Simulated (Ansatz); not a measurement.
A calculation with Ansatz (development build ahead of 0.2.0).

```yaml
crystal:
  periodic: [false, false, false]
  atoms:
    - { symbol: Si, position_ang: [0.0, 0.0, -0.50962] }
    - { symbol: O, position_ang: [0.0, 0.0, 0.89184] }
basis:
  gaussian: { orbitals: cc-pVDZ }
hamiltonian:
  xc: hf
correlation:
  method: mp2
  frozen_orbitals: { O: 1, Si: 5 }
```

The input is written out in the form of the current development build from the run's settings.

The run gave:

| Quantity | Value |
| --- | --- |
| Converged | yes |
| Reference energy | -363.77356 hartree |
| Correlation energy | -0.26108 hartree |
| Total energy | -364.03464 hartree |
| Spin squared of the determinant | 0.000 |

Caution: no unrestricted run beside it, a lower state can exist.
